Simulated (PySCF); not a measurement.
## Electron detachment from isocyanate

Parent: isocyanate, `[N-]=C=O` ([CNO]-). Numbering: `[N-:1]=[C:2]=[O:3]`

Energies: B3LYP-D3(BJ)/ma-def2-TZVP (PySCF, density fitting, integration grid level 2) on PBE0-D3(BJ)/ma-def2-SVP structures. Thermal corrections: PBE0-D3(BJ)/ma-def2-SVP frequencies, unscaled, ideal gas at 298.15 K and 1 bar, quasi-RRHO entropy.

Frontier levels of the parent: HOMO -0.84 eV, LUMO 3.87 eV.

Oxidation to the radical:
| Quantity | Value |
| --- | --- |
| Vertical detachment energy (electronic) | 3.63 eV |
| Adiabatic detachment energy (with zero-point energy) | 3.52 eV |
| Adiabatic, electronic part | 3.54 eV |
| Vertical gap at the product's structure | 3.39 eV |
| Inner reorganisation energy (four-point) | 239 meV |
| Relaxation of product / of parent | 90 / 149 meV |
| ⟨S²⟩ of the product | 0.762 |
| Largest spin populations | N1 0.71, O3 0.36 |
| Largest changes of atomic charge | N1 0.45, O3 0.39, C2 0.17 |
| Distances that move most (Å) | C2–O3 1.222 → 1.174; N1–C2 1.193 → 1.226 |

Against the Active Thermochemical Tables (version 1.112): detachment energy to the radical 3.61 (computed 3.52, error -0.09) eV.

Structures, frequencies and single points took 25 s of wall time on 1 thread of Arm Neoverse V2 (shared host), launched as `OMP_NUM_THREADS=1 python redox_run.py task.json out`.
